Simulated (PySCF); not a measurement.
Static response to an electric field

Compound: C4H9Cl.
Geometry (GFN2-xTB, Å), atoms numbered from 1 in this order:
```xyz
14
C4H9Cl angstrom
C      1.2608   -0.6824   -0.1395
C     -0.0204   -0.0497    0.3960
C      0.0249    1.4710    0.2511
C     -1.2411   -0.5858   -0.3437
Cl    -1.4776   -2.3267   -0.0342
H      2.1210   -0.3223    0.4191
H      1.3986   -0.4291   -1.1888
H      1.2181   -1.7647   -0.0474
H     -0.1219   -0.3000    1.4572
H      0.8884    1.8694    0.7775
H      0.1017    1.7517   -0.7972
H     -0.8713    1.9274    0.6650
H     -1.1281   -0.4706   -1.4221
H     -2.1538   -0.0887   -0.0150
```

Level: CAM-B3LYP/def2-SVPD (PySCF), static field, nuclei fixed, core orbitals frozen in the response. The polarisability tensor in these axes (au):

```
x   63.65  4.71  0.25
y    4.71 72.72  0.44
z    0.25  0.44 55.74
```

Problem. Diagonalise the tensor; give its mean and Δα, where Δα² is half the sum of the squared differences of the eigenvalues.

Solution. Principal values 55.73, 61.65 and 74.74 au; mean 64.04 au = 9.49 Å³ = 10.56 × 10⁻⁴⁰ C²·m²/J; Δα = 16.85 au (26 % of the mean).

Problem. What is the dipole moment, and where does it point?

Solution. (0.56, 2.06, -0.13) D, 2.14 D in size, pointing from the negative to the positive side. Measured along this direction, the outermost atoms are Cl5 at the negative end and H10 at the positive end.

Problem. Form Σ f/ω² (atomic units) for the 8 lowest TDDFT singlets, given as eV and f, and set it beside the mean polarisability, which is this sum over all singlets: 7.45, 0.0033; 7.49, 0.0049; 8.20, 0.0173; 8.26, 0.0292; 8.94, 0.0020; 8.98, 0.0433; 9.11, 0.0432; 9.11, 0.0106.

Solution. They add up to 1.51 au, 2.4 % of the 64.04 au; the largest single term is 0.40 au, from the state at 8.98 eV. Terms in order: 0.04, 0.06, 0.19, 0.32, 0.02, 0.40, 0.39, 0.09 au. Higher excitations give the rest. The strengths listed sum to 0.154.

Problem. What are the principal values of the traceless quadrupole moment, Θ = ½Σq(3rr − r²1), about the centre of nuclear charge?

Solution. -4.02, 1.44, 2.59 D·Å. The values depend on the origin, since the dipole doesn't vanish. The electronic extent ⟨r²⟩ about the same centre is 689 bohr², a root-mean-square distance of 1.96 Å for the 50 electrons.

Problem. Find the Langevin capture rate constant for H3+ (3.023 u) meeting this molecule (92.039 u), k = 2.342 × 10⁻⁹ cm³/s × √(α in Å³ / reduced mass in u).

Solution. The reduced mass is 2.93 u, so k = 4.22 × 10⁻⁹ cm³/s. The formula leaves out the permanent dipole, which adds to the capture rate.

Problem. Directions of the eigenvectors, and the extent of the frame along each?

Solution. Largest value along (0.39, 0.92, 0.03), where the nuclei span 4.81 Å; middle along (0.92, -0.39, 0.01), 4.03 Å; least along (-0.02, -0.02, 1.00), 2.86 Å. The response follows the extents in order.

The structure is a single GFN2-xTB conformer in the gas phase; no vibrational or solvent corrections.
